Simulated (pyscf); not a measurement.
Structures and frequencies: ωB97X-D3(BJ)/def2-SVP in PySCF.

Q: SiH₄ + •H₂C–Cl → SiH₃• + H₃C–Cl
Surface: doublet. Broken: H–Si. Formed: C–H. Give ΔE‡ and ΔE from M06-2X/def2-TZVP, relative to the separated reactants.

A: ΔE‡ = 9.1 kcal/mol, ΔE = -12.6 kcal/mol. ωB97M-D3(BJ)/def2-TZVP gives 10.4 kcal/mol and -9.2 kcal/mol. Zero-point energy shifts the barrier by +0.5 kcal/mol. It is a hydrogen abstraction, with an imaginary mode of 1238i cm⁻¹. This is the saddle that the search found; another between the same sides may lie lower. The angle at the transferred H is 165°.
